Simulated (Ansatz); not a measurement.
**C2H6Al+ (SMILES [CH2+][CH2][AlH2]): functionals against CCSD(T) at one geometry**

An exercise on one series of results from a longer session: the logs are not shown, and one member is left open.

Computed with Ansatz 0.2.0, Gaussian basis. Level: single points in def2-TZVPP.

Cores are frozen in the correlated methods. B3LYP uses VWN-RPA correlation.

### The system as given

9 atoms, charge 1, spin multiplicity 1.

Atoms are counted from 1 here; the program's logs count them from 0.

Bond lengths: C1–C2 1.392 Å, C1–H4 1.132 Å, C1–H5 1.126 Å, C2–Al3 2.283 Å, C2–H6 1.114 Å, C2–H7 1.155 Å, Al3–H8 1.566 Å, Al3–H9 1.581 Å. Angles: C2–C1–H4 122.6°, C2–C1–H5 121.8°, H4–C1–H5 115.3°, C1–C2–Al3 103.2°, C1–C2–H6 121.5°, C1–C2–H7 118.1°, Al3–C2–H6 92.0°, Al3–C2–H7 92.6°, H6–C2–H7 117.2°, C2–Al3–H8 116.5°, C2–Al3–H9 114.2°, H8–Al3–H9 129.3°.

As a file:

```xyz
9
charge 1, multiplicity 1
C    -0.8229    0.7353   -0.8692
C     0.4990    0.4111   -0.5775
Al    0.3095   -0.9674    1.2319
H    -1.4512    0.1377   -1.5971
H    -1.3026    1.6765   -0.4781
H     1.1611    1.1138   -0.0219
H     1.0108   -0.4065   -1.2124
H     0.2022   -2.5005    0.9328
H     0.3518   -0.2196    2.6246
```

Set-up of the first run:

File run/in.yaml:

```yaml
crystal:
  periodic: [false, false, false]
  atoms:
    - {symbol: C, position_ang: [-0.822900, 0.735300, -0.869200]}
    - {symbol: C, position_ang: [0.499000, 0.411100, -0.577500]}
    - {symbol: Al, position_ang: [0.309500, -0.967400, 1.231900]}
    - {symbol: H, position_ang: [-1.451200, 0.137700, -1.597100]}
    - {symbol: H, position_ang: [-1.302600, 1.676500, -0.478100]}
    - {symbol: H, position_ang: [1.161100, 1.113800, -0.021900]}
    - {symbol: H, position_ang: [1.010800, -0.406500, -1.212400]}
    - {symbol: H, position_ang: [0.202200, -2.500500, 0.932800]}
    - {symbol: H, position_ang: [0.351800, -0.219600, 2.624600]}
basis:
  gaussian: {orbitals: def2-TZVPP}
total_charge: 1
correlation: {method: ccsd_t}
output: {forces: true}
```

The command line of these runs was not kept.

Among the steps run: CCSD(T)/def2-TZVPP; PBE0-D4/def2-TZVPP; wB97M-V/def2-TZVPP; r2SCAN-D4/def2-TZVPP; PBE-D4/def2-TZVPP; B3LYP-D4/def2-TZVPP; r2SCAN0-D4/def2-TZVPP.

One table of the session follows, with a row left open; its other results are not shown here.

| method | RMS force component (eV/Å) | angle to CCSD(T) forces (°) |
| --- | --- | --- |
| CCSD(T) | 0.603 | reference |
| PBE0-D4 | 0.615 | 15.3 |
| wB97M-V | 0.649 | 14.9 |
| r2SCAN-D4 | ? | ? |
| PBE-D4 | 0.511 | 13.9 |
| B3LYP-D4 | 0.626 | 11.7 |
| r2SCAN0-D4 | 0.676 | 15.3 |

Q: Estimate the row for r2SCAN-D4 from the others.

**Answer.** RMS force component (eV/Å): 0.599; angle to CCSD(T) forces (°): 12.5. In the column «RMS force component (eV/Å)» it lies between PBE-D4 (0.511) and CCSD(T) (0.603).
